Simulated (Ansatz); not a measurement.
**How far each method lies from UCCSDT(Q) for Cl–BH–Cl⁺, doublet**

Geometry: that of the Cl–BH–Cl, triplet, kept fixed.

| atom | x (Å) | y (Å) | z (Å) |
| --- | --- | --- | --- |
| Cl | 0.0000 | -0.0888 | 1.6590 |
| B | 0.0000 | 0.4243 | 0.0000 |
| Cl | 0.0000 | -0.0888 | -1.6590 |
| H | 0.0000 | 1.6986 | 0.0000 |

Basis cc-pVDZ; Ansatz 0.2.0. Only valence electrons are correlated (noble-gas cores frozen), which leaves 17 electrons in 44 orbitals. R marks a restricted (for open shells ROHF) determinant, U an unrestricted one. Active spaces: valence = (13e, 11o, short of the full valence) chosen from the atoms' valence shells.

Full CI isn't at hand for all of this; UCCSDT(Q) serves as the reference, and is uncertain by about the last step of the cluster series. The frozen core follows each run's orbitals, which can shift R against U totals by a few meV.

For open shells CISD is restricted-active-space CI with the open shells as a complete middle space.

The UHF ⟨S²⟩ is 0.777, the T1 diagnostic (RCCSD) is 0.0304 and the largest doubles amplitude (RCCSD) is 0.052. The T1 diagnostic (UCCSD) is 0.0240.

```json
{"level": "RHF", "E − E(UCCSDT(Q)) (meV)": "11096", "share of correlation (%)": "0.00", "wall time": "–"}
{"level": "UHF", "E − E(UCCSDT(Q)) (meV)": "10883", "share of correlation (%)": "1.92", "wall time": "–"}
{"level": "RMP2", "E − E(UCCSDT(Q)) (meV)": "1244", "share of correlation (%)": "88.78", "wall time": "–"}
{"level": "UMP2", "E − E(UCCSDT(Q)) (meV)": "1294", "share of correlation (%)": "88.33", "wall time": "–"}
{"level": "CISD", "E − E(UCCSDT(Q)) (meV)": "1676", "share of correlation (%)": "84.89", "wall time": "7.5 s"}
{"level": "RCCSD", "E − E(UCCSDT(Q)) (meV)": "472", "share of correlation (%)": "95.74", "wall time": "–"}
{"level": "UCCSD", "E − E(UCCSDT(Q)) (meV)": "464", "share of correlation (%)": "95.81", "wall time": "–"}
{"level": "RCCSD(T)", "E − E(UCCSDT(Q)) (meV)": "70", "share of correlation (%)": "99.37", "wall time": "4.6 s"}
{"level": "UCCSD(T)", "E − E(UCCSDT(Q)) (meV)": "73", "share of correlation (%)": "99.34", "wall time": "4.4 s"}
{"level": "BCCD(T)", "E − E(UCCSDT(Q)) (meV)": "70", "share of correlation (%)": "99.37", "wall time": "5 s"}
{"level": "RCCSDT", "E − E(UCCSDT(Q)) (meV)": "35", "share of correlation (%)": "99.69", "wall time": "–"}
{"level": "UCCSDT", "E − E(UCCSDT(Q)) (meV)": "34", "share of correlation (%)": "99.69", "wall time": "–"}
{"level": "RCCSDT(Q)", "E − E(UCCSDT(Q)) (meV)": "7", "share of correlation (%)": "99.94", "wall time": "3.4 min"}
{"level": "CASSCF (valence space)", "E − E(UCCSDT(Q)) (meV)": "8503", "share of correlation (%)": "23.37", "wall time": "–"}
{"level": "NEVPT2 (valence space)", "E − E(UCCSDT(Q)) (meV)": "1457", "share of correlation (%)": "86.87", "wall time": "13 s"}
{"level": "MRCISD (valence space)", "E − E(UCCSDT(Q)) (meV)": "897", "share of correlation (%)": "91.92", "wall time": "–"}
{"level": "MRCISD+Q (valence space)", "E − E(UCCSDT(Q)) (meV)": "89", "share of correlation (%)": "99.20", "wall time": "19 s"}
```

The correlation energy at UCCSDT(Q), counted from RHF, is -11.096 eV. That run took 4.1 min on 1 thread of Arm Neoverse V2, shared host.

Times hold each run's SCF and search for its determinant on a shared host, so for small cases they say little of a method's own cost; they ran on 1 thread of Arm Neoverse V2.

Natural occupations of CASSCF (valence space) about the gap: 1.977 1.977 1.972 1.962 1.027 0.042 0.036 0.026 0.023; effectively unpaired electrons, Σ n²(2−n)², 1.03.
